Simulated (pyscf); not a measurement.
Structures and frequencies: ωB97X-D3(BJ)/def2-SVP in PySCF.

Question: For the elementary gas-phase step InH₃ (SMILES [InH3]) → InH (SMILES [InH]) [singlet] + H₂ (SMILES [H][H]) (singlet surface; H–In, H–In broken, H–H formed), what barrier and reaction energy does ωB97M-D3(BJ)/def2-TZVP give, measured from the reactant's lowest minimum found?

Answer: ΔE‡ = 57.0 kcal/mol, ΔE = +3.8 kcal/mol. Zero-point energy shifts the barrier by -1.7 kcal/mol. It is a 1,1-elimination, with an imaginary mode of 1438i cm⁻¹. One saddle was located; it need not be the lowest between these sides. Elements past Kr carry the def2 core potentials, without spin-orbit coupling.
